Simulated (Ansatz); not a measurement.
`C#C/C=C/C`, one more setting.

```yaml
crystal:
  periodic: [false, false, false]
  atoms:
    - {symbol: C, position_ang: [-1.430649, 1.967218, 1.821569]}
    - {symbol: C, position_ang: [-0.880884, 1.049243, 1.270388]}
    - {symbol: C, position_ang: [-0.238371, -0.051886, 0.652855]}
    - {symbol: C, position_ang: [0.245322, -0.034931, -0.591365]}
    - {symbol: C, position_ang: [0.920115, -1.185027, -1.245075]}
    - {symbol: H, position_ang: [-1.915503, 2.783742, 2.301366]}
    - {symbol: H, position_ang: [-0.146474, -0.955508, 1.252018]}
    - {symbol: H, position_ang: [0.143249, 0.877687, -1.173254]}
    - {symbol: H, position_ang: [1.938053, -0.919580, -1.548398]}
    - {symbol: H, position_ang: [0.391906, -1.480250, -2.157481]}
    - {symbol: H, position_ang: [0.973237, -2.050698, -0.582634]}
basis:
  gaussian: {orbitals: cc-pVTZ-DK}
hamiltonian: {xc: {name: PBE0-DH}}
```

```sh
$ ansatz run in.yaml --threads 4 --pin off --events-out ev --progress --plain --max-ram 10444MiB
```

Shortened log:

```
Functional definition: PBE0-DH
1329 factors; integrals over basis functions are off by at most 8.5e-4 eV
mean field evaluation 1: about -5269.4328 eV, gradient 4.6e1 eV
mean field evaluation 2: about -5269.6719 eV, gradient 4.5e1 eV
mean field evaluation 4: about -5274.3642 eV, gradient 5.4e0 eV
mean field evaluation 8: about -5274.4398 eV, gradient 5.6e-1 eV
mean field evaluation 16: about -5274.4406 eV, gradient 1.2e-4 eV
mean field -5274.44057185 eV, -193.8321158713 hartree, gradient 4.9e-6 eV, S^2 0.000000; 0 other end points of the search recorded, 0 dependent functions left out
5 core orbitals not correlated: weight in the atoms' cores, before any rotation towards them, 1.000 or more for the frozen orbitals, at most 0.000 for the correlated occupied ones
reference -5274.44059055 eV, -193.8321165586 hartree; 13, 13 occupied and 216, 216 virtual orbitals, 1329 factors
second order -26.90554330 eV of doubles, -0.00000000 eV of singles
Total energy: -5277.80378347 eV, -193.9557116185 hartree
Relativity: scalar
```

It took 3.3 s on 4 threads of an Arm Neoverse V2 on a shared host, with 0.51 GiB of host memory at the peak.
